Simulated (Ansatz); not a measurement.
## Which is lower?

The two ends of one reaction step of SiH5OF, singlet (PBE0-D4/def2-TZVP).

A:

| atom | x (Å) | y (Å) | z (Å) |
| --- | --- | --- | --- |
| Si1 | -0.4899 | 0.9287 | -0.2763 |
| F2 | 0.7116 | -2.7258 | -0.0991 |
| H3 | -1.1347 | 0.1782 | -1.3731 |
| H4 | -1.5017 | 1.4872 | 0.6559 |
| H5 | 0.3445 | 2.0370 | -0.8052 |
| H6 | 0.6270 | -1.8174 | 0.1226 |
| O7 | 0.4648 | -0.1882 | 0.5095 |
| H8 | 0.9784 | 0.1006 | 1.2657 |

B:

```
8
angstrom
Si -1.0967 0.3580 -0.2479
F -0.8862 -1.0305 0.5410
H -0.5580 0.2330 -1.6175
H -2.5638 0.5813 -0.2939
H -0.4535 1.4512 0.5137
H 1.3884 -1.1656 0.4254
O 1.8292 -0.4277 -0.0055
H 2.3407 0.0005 0.6848
```

Ansatz 0.2.0; basis: def2-TZVPP; cores frozen in the correlated methods. B3LYP uses VWN-RPA correlation.

Which structure is lower at CCSD(T), and by how much? (Judge from chemistry; the value comes from the calculation.)

By the calculation: B, by 24.1 kJ/mol (electronic energy, against the other). By their contacts, A is a complex of SiH₄O ([OH][SiH3]) + HF and B is a complex of SiH₃F ([F][SiH3]) + H₂O.

All methods give the same order:

| method | E(B) − E(A) (kJ/mol) |
| --- | --- |
| SPW92 | -13.0 |
| PBE-D4 | -21.3 |
| BLYP-D4 | -24.4 |
| r2SCAN-D4 | -26.3 |
| B97M-V | -31.5 |
| PBE0-D4 | -20.8 |
| B3LYP-D4 | -23.8 |
| r2SCAN0-D4 | -24.4 |
| BHLYP-D4 | -25.0 |
| CAM-B3LYP-D4 | -23.4 |
| wB97X-V | -26.1 |
| wB97M-V | -27.0 |
| B2PLYP | -23.9 |
| PBE-QIDH | -21.0 |
| RPA on PBE | -26.7 |
| HF | -30.2 |
| MP2 | -22.3 |
| CCSD | -25.1 |
| CCSD(T) | -24.1 |

The T1 diagnostic stays at or below 0.011.

Labels in which every atom is bracketed show which atoms are joined, not bond orders.

For scale, one of the runs: CCSD(T)/def2-TZVPP, 174 basis functions (an equivalent command: `ansatz run in.yaml --threads 2`). The run took 16 s on 2 CPU threads (shared host), with 1.6 GiB of host memory at its peak.
